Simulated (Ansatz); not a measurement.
**hcp against bcc along the alkaline-earth metals**

These are results of Ansatz, DFT, LDA (PW92), plane waves (420 eV) with PAW, scalar-relativistic, not measurements. The PAW files were generated under PBE, with cores re-solved for the functional.

Each structure is relaxed within its symmetry, in the lowest magnetic state of the tried starts. Differences under about 8 meV lie within the error of the k-point mesh.

```csv
element,E(hcp) − E(bcc) (meV/atom),V(hcp) (Å³/atom),V(bcc) (Å³/atom),state of hcp,state of bcc
Be,?,?,?,?,?
Mg,-28,21.61,21.59,spin not included,spin not included
Ca,-6,38.34,37.81,spin not included,spin not included
Sr,8,49.00,47.83,spin not included,spin not included
```

(1) Fill in the row of Be.

Results:

(1) E(hcp) − E(bcc) (meV/atom): -98; V(hcp) (Å³/atom): 7.55; V(bcc) (Å³/atom): 7.47; state of hcp: spin not included; state of bcc: spin not included.
